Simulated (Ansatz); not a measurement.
# Structural energy differences of tantalum

All numbers below come from Ansatz 0.2.0, DFT, r2SCAN, plane waves (500 eV) with PAW, scalar-relativistic. The PAW files were generated under PBE, with cores re-solved for the functional.

Each structure is relaxed within its own symmetry, so a high-lying one may be dynamically unstable.

Q: Rank these structures of tantalum by energy per atom, lowest first.
A. A15
B. omega (AlB2-type)
C. bcc
D. diamond
E. fcc
F. dhcp
G. hcp
H. simple cubic

A: C (0 meV/atom), A (18 meV/atom), B (221 meV/atom), E (243 meV/atom), F (263 meV/atom), G (305 meV/atom), H (1204 meV/atom), D (3130 meV/atom).

```tsv
structure	ΔE (meV/atom)	V (Å³/atom)	cell	magnetic state
bcc	0	18.08	a = 3.307 Å	spin not included
A15	18	18.47	a = 5.287 Å	spin not included
omega (AlB2-type)	221	18.41	a = 4.849 Å, c = 2.712 Å (c/a = 0.559)	spin not included
fcc	243	18.62	a = 4.208 Å	spin not included
dhcp	263	18.57	a = 2.933 Å, c = 9.972 Å (c/a = 3.400)	spin not included
hcp	305	18.49	a = 2.886 Å, c = 5.128 Å (c/a = 1.777)	spin not included
simple cubic	1204	20.23	a = 2.725 Å	spin not included
diamond	3130	27.81	a = 6.060 Å	spin not included
```

ΔE counts from bcc.

Differences under about 8 meV lie within the error of the k-point mesh.
